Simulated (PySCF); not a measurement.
Start geometry of `[cH+]1cc1` from GFN2-xTB (Å):
```
atom  x, y, z in Å
C1    -0.5614   -0.5624   -0.0130
C2    -0.2061    0.7685    0.0087
C3     0.7690   -0.2049    0.0068
H4    -1.3193   -1.3221   -0.0317
H5    -0.4852    1.8048    0.0189
H6     1.8060   -0.4819    0.0150
```

Problem. What comes out of this run: PBE0-D3(BJ)/def2-SVP geometry optimisation, gas phase in PySCF?

Solution. 
```
atom  x, y, z in Å
C1    -0.3971   -0.6793   -0.0120
C2    -0.3893    0.6845    0.0045
C3     0.7879   -0.0043    0.0097
H4    -0.9493   -1.6234   -0.0295
H5    -0.9307    1.6350    0.0098
H6     1.8818   -0.0107    0.0221
```

The energy falls by 0.88 kcal/mol over 5 energy and gradient evaluations, the largest force component goes from 0.0364 to 1.6e-05 Eh/bohr, and the atoms move by 0.011 Å rms after alignment. Among the bonds, C1–H4, C2–H5 and C3–H6 change most and about equally (+0.021 Å). Bonds longer at the end by more than 0.005 Å: 3 of 6; shorter: 3. Rotational constants go from 30323, 30317, 15160 to 30605, 30605, 15303 MHz. The orientation of the end geometry is arbitrary; only internal coordinates are fixed.

The run used 57 basis functions and 27 SCF cycles in all.

No PBE0-D3(BJ)/def2-SVP frequencies stand behind this structure, so it isn't proved a minimum.
